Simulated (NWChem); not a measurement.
SiH₂, singlet; SMILES [SiH2]

Results from NWChem. Low-valent species are run as closed-shell singlets; no triplet was tried in these runs. Structure relaxed at the PBE0/def2-SVP level. Ions are spin-unrestricted doublets at the neutral geometry; other ion states weren't tried.

Q: What does the run give for PBE0/def2-SVP? Quantities: vertical ionisation energy, ΔSCF (eV); −ε(HOMO) (eV).

A: The vertical ionisation energy, ΔSCF (eV) is 9.37 and the −ε(HOMO) (eV) is 6.83.
